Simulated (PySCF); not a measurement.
Below is a simulated gas-phase C 1s photoelectron spectrum of `C#C[C@@H](C)C#N`.

Every computed line was given a Gaussian of 0.7 eV full width at half maximum and an area set by the number of equivalent atoms; the highest printed point is 100. Computed, not measured: delta-SCF UKS SCAN, pcX-2 on the ionised atom, pcseg-1 elsewhere, spin-free X2C (PySCF).

binding energy (eV), intensity and a bar:
```
    289.8          0 
    289.9          1 
    290.0          1 
    290.1          3 #
    290.2          7 ##
    290.3         13 ####
    290.4         21 ######
    290.5         32 ##########
    290.6         45 #############
    290.7         57 #################
    290.8         68 ####################
    290.9         77 #######################
    291.0         85 #########################
    291.1         92 ############################
    291.2         98 #############################
    291.3        100 ##############################
    291.4         97 #############################
    291.5         88 ##########################
    291.6         75 ######################
    291.7         60 ##################
    291.8         47 ##############
    291.9         40 ############
    292.0         38 ###########
    292.1         42 ############
    292.2         47 ##############
    292.3         50 ###############
    292.4         50 ###############
    292.5         46 ##############
    292.6         40 ############
    292.7         35 ###########
    292.8         34 ##########
    292.9         36 ###########
    293.0         42 ############
    293.1         47 ##############
    293.2         50 ###############
    293.3         48 ##############
    293.4         41 ############
    293.5         32 ##########
    293.6         22 #######
    293.7         14 ####
    293.8          7 ##
    293.9          4 #
    294.0          2 
    294.1          1 
    294.2          0
```

Count the maxima, the lines and the sites behind this envelope.

The curve has 3 maxima (at 291.3, 292.3 and 293.2 eV). Under it lie 5 lines from 5 inequivalent carbon sites. At this width some lines have no maximum of their own.

Decompose the envelope and assign each component. Numbering: `[CH:1]#[C:2][C@@H:3]([CH3:4])[C:5]#[N:6]`.

```csv
position (eV),relative area,line,atoms,environment
290.80,1,C 1s,C1,terminal alkyne carbon
291.26,1,C 1s,C2,alkyne carbon
291.50,1,C 1s,C4,methyl carbon
292.35,1,C 1s,C5,nitrile carbon
293.22,1,C 1s,C3,sp3 carbon next to a nitrile
```

What are the centre and the root-mean-square width of the whole band?

The area-weighted mean of the lines is 291.82 eV. Their own spread about it is 0.86 eV (rms) and each Gaussian has σ = 0.7/2.355 = 0.30 eV; the variances add, which gives 0.91 eV.

The listed C 1s values span 2.42 eV, from C1 (bonded to C (triple bond) and H) to C3 (bonded to 3 C and H). Summing the Pauling electronegativity differences to the bonded atoms, each weighted by its formal bond order, gives -0.35 for the lowest site and -0.35 for the highest; the largest sum, +1.47, belongs to C5, 0.87 eV below the top. The smallest sum, -1.05, belongs to C4, 0.70 eV above the lowest.

No satellites, vibrations or lifetime broadening are included. The unrestricted hole states depart most from a pure doublet (⟨S²⟩ = 0.75; over 0.85 named) for C 1s of C2 (0.85), which makes this value less certain. Geometry: GFN2-xTB; no solvent, vibrations or thermal averaging.
